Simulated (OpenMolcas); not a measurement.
**B3PW91/def2-SVPD (RICD fitting, fitting threshold 1e-05) run of C2H4Cl2 (1,2-dichloroethane)**

Aim: the energy change on altering one bond length of C2H4Cl2 (1,2-dichloroethane) at B3PW91/def2-SVPD (RICD fitting, fitting threshold 1e-05), from 2 runs. 

Program for the calculation: OpenMolcas 26.06.

**1. The molecule**

C2H4Cl2: 8 atoms, total charge 0, spin state singlet. SMILES: `ClCCCl`. Geometry: relaxed at PBE0-D4/def2-TZVP. This is one conformer, not always the lowest.

Bond lengths: Cl1–C2 1.776 Å, C2–C3 1.504 Å, C3–Cl4 1.776 Å, C2–H5 1.091 Å, C2–H6 1.089 Å, C3–H7 1.091 Å, C3–H8 1.089 Å. Some angles: Cl1–C2–C3 112.5°, C2–C3–Cl4 112.5°, Cl1–C2–H5 107.0°, Cl1–C2–H6 107.4°, C3–C2–H5 109.3°, C3–C2–H6 111.2°, C2–C3–H7 109.3°, C2–C3–H8 111.2°, Cl4–C3–H7 107.0°, Cl4–C3–H8 107.4°.

**2. The energy at B3PW91/def2-SVPD (RICD fitting, fitting threshold 1e-05)**

job.inp reads:

```
>>> EXPORT MOLCAS_PRINT=2
&GATEWAY
BasLib=$CurrDir
Coord
8
angstrom
Cl      -2.043530       0.146710      -0.469250
C       -0.462920       0.562090       0.226000
C        0.627600      -0.371560      -0.222240
Cl       0.432340      -2.010930       0.432390
H       -0.226170       1.575680      -0.101920
H       -0.570340       0.551100       1.309740
H        1.589520       0.001780       0.133100
H        0.653500      -0.454880      -1.307840
Basis=def2-SVPD
Group=NoSym
RICD
CDThreshold=1e-05
&SEWARD
&SCF
KSDFT=HYB_GGA_XC_B3PW91
PrOrbitals=1 1
```

The basis set def2-SVPD is read from a file made from the Basis Set Exchange's data (not shown).

The run is started by

```bash
$ export MOLCAS_MEM=1860
$ pymolcas job.inp > job.log
```

Output:

```text
--- Start Module: gateway ---
[...]
--- Stop Module: gateway /rc=_RC_ALL_IS_WELL_ ---
--- Start Module: seward ---
[...]
      Basis functions          126
--- Stop Module: seward /rc=_RC_ALL_IS_WELL_ ---
[...]
--- Start Module: scf ---
[...]
       Convergence after  11 Iterations
[...]
::    Total KS-DFT energy                            -998.5886771021
[...]
      Total spin, S                                     0.0000000000
[...]
      Total electronic charge=   50.000000
      Total            charge=   -0.000000
[...]
      Dipole Moment (debye):
      Origin of the operator (angstrom)=   -0.5400   -0.6249   -0.0124
                   X=  1.7995E+00               Y=  2.0821E+00               Z=  4.1171E-02           Total=  2.7523E+00
      Quadrupole Moment (debye*angstrom):
[...]
--- Stop Module: scf /rc=_RC_ALL_IS_WELL_ ---
[...]
```

It took 12 s on 1 thread of Arm Neoverse V2, shared host; peak memory 0.093 GiB.

**3. The distorted shape, same level**

job.inp reads:

```
&GATEWAY
 BasLib = $CurrDir
 Coord
 8
 angstrom
 Cl      -1.882397       0.163195      -2.094894
 C       -0.301787       0.578575      -1.399644
 C        0.788733      -0.355075      -1.847884
 Cl       0.593473      -1.994445      -1.193254
 H       -0.065037       1.592165      -1.727564
 H       -0.570340       0.551100       1.309740
 H        1.750653       0.018265      -1.492544
 H        0.814633      -0.438395      -2.933484
 Basis = def2-SVPD
 Group = NoSym
 RICD
 CDThreshold = 1e-05

&SEWARD

&SCF
 KSDFT = HYB_GGA_XC_B3PW91
 PrOrbitals = 1 1
```

The basis set def2-SVPD is read from a file made from the Basis Set Exchange's data (not shown).

The run is started by

```bash
$ export MOLCAS_MEM=1860
$ pymolcas job.inp > job.log
```

Output:

```text
--- Start Module: gateway ---
[...]
--- Stop Module: gateway /rc=_RC_ALL_IS_WELL_ ---
--- Start Module: seward ---
[...]
      Basis functions          126
--- Stop Module: seward /rc=_RC_ALL_IS_WELL_ ---
[...]
--- Start Module: scf ---
[...]
       Convergence after  15 Iterations
[...]
::    Total KS-DFT energy                            -998.3892234467
[...]
      Total spin, S                                     0.0000000000
[...]
      Total electronic charge=   50.000000
      Total            charge=   -0.000000
[...]
      Dipole Moment (debye):
      Origin of the operator (angstrom)=   -0.3806   -0.6085   -1.6213
                   X=  1.3935E+00               Y=  1.6283E+00               Z= -1.7668E+00           Total=  2.7775E+00
      Quadrupole Moment (debye*angstrom):
[...]
--- Stop Module: scf /rc=_RC_ALL_IS_WELL_ ---
[...]
```

Wall time 14 s (1 thread of Arm Neoverse V2, shared host); peak memory 0.093 GiB.

**4. What came out**

At B3PW91/def2-SVPD (RICD fitting, fitting threshold 1e-05):

```
                                                         quantity          value
                                        first shape: total energy  -998.58868 Eh
                                       first shape: dipole moment         2.75 D
                                         first shape: HOMO energy       -8.35 eV
                                         first shape: LUMO energy       -0.03 eV
                                       first shape: HOMO–LUMO gap        8.32 eV
                                    distorted shape: total energy  -998.38922 Eh
                                   distorted shape: dipole moment         2.78 D
                                     distorted shape: HOMO energy       -6.94 eV
                                     distorted shape: LUMO energy       -4.44 eV
                                   distorted shape: HOMO–LUMO gap        2.50 eV
energy change with the C2–H6 bond stretched from 1.089 to 2.723 Å       5.427 eV
```

**Reading.** One bond (distorted shape) is far stretched, which a spin-restricted single reference describes badly; a broken-symmetry solution may lie lower. With the C2–H6 bond stretched from 1.089 to 2.723 Å the energy rises by 5.43 eV (524 kJ/mol). The first shape isn't relaxed at this level, so the change isn't measured from a minimum. A restricted reference can't describe the breaking bond well at this length.
